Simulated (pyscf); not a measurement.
# Multi-bond step: `[CH3][CH2][ZnH]` + `[H][H]` → `[CH3][CH3]` + `[ZnH2]`

Gas phase, singlet surface, charge 0. Bonds broken: C1–H6, C2–Zn3, H10–H11. Bonds formed: C1–H10, C2–H6, Zn3–H11. Single points on ωB97X-D3(BJ)/def2-SVP structures (PySCF, gas phase).

Transition state (Å):

```xyz
11

C     -0.2534    -0.2446     0.3984
C     -0.7206     1.2964     0.1471
Zn     0.5034     1.9916    -1.4546
H      0.3921    -0.4804     1.2537
H     -0.8873    -1.0676     0.0450
H     -1.1153     0.3086     1.0378
H     -1.7735     1.3825    -0.1663
H     -0.5511     1.9502     1.0177
H      0.7436     3.2899    -2.3129
H      0.6180    -0.1409    -0.5729
H      1.1626     0.3503    -1.3803
```

One imaginary mode, 1622i cm⁻¹; descent along it reached the two sides named.

| bond | change | reactant side (Å) | saddle | product side |
|---|---|---|---|---|
| C1–H6 | breaks | 1.104 | 1.207 | 2.193 |
| C2–Zn3 | breaks | 1.956 | 2.132 | 3.0 |
| H10–H11 | breaks | 0.761 | 1.091 | 2.7 |
| C1–H10 | forms | 3.0 | 1.309 | 1.101 |
| C2–H6 | forms | 2.205 | 1.387 | 1.102 |
| Zn3–H11 | forms | 2.8 | 1.770 | 1.550 |

Electronic energies relative to the separated reactants (kcal/mol):

```
level                   barrier  reaction energy  reverse barrier
----------------------  -------  ---------------  ---------------
ωB97X-D3(BJ)/def2-TZVP     84.3            -11.9             96.3
PBE/def2-TZVP              73.2            -11.8             85.0
r²SCAN/def2-TZVP           75.8            -12.1             87.8
B3LYP-D3(BJ)/def2-TZVP     82.0            -12.7             94.6
PBE0-D3(BJ)/def2-TZVP      77.1            -12.6             89.7
M06-2X/def2-TZVP           82.0            -11.2             93.2
ωB97M-D3(BJ)/def2-TZVP     82.8            -13.6             96.4
HF/def2-TZVP              104.1            -20.4            124.5
```

With ωB97M-D3(BJ)/def2-TZVP energies and thermal terms (ideal gas, 1 atm, RRHO with modes under 100 cm⁻¹ raised to 100, one conformer, R ln 2 for rigid chiral ones), in kcal/mol:

| T (K) | ΔH‡ | ΔG‡ | ΔH | ΔG |
|---|---|---|---|---|
| 298 | 80.7 | 89.1 | -10.8 | -10.8 |
| 600 | 80.2 | 97.9 | -12.0 | -10.4 |
| 900 | 80.4 | 106.7 | -12.7 | -9.4 |
| 1200 | 80.9 | 115.4 | -13.2 | -8.2 |

From the product side, ZnH• + H• + H₃C–CH₃ lies, by one bond made or cut, 14.5 kcal/mol under this saddle at ωB97M-D3(BJ). The same reactants have a lower exit, to •H₂C–CH₃ + ZnH• + H₂ (no saddle counted: cutting one bond costs +68.5 kcal/mol at ωB97M-D3(BJ), against +82.8 kcal/mol here). This is the saddle that the search found; another between the same sides may lie lower. Elements up to Kr have no core potential and no relativistic terms here.
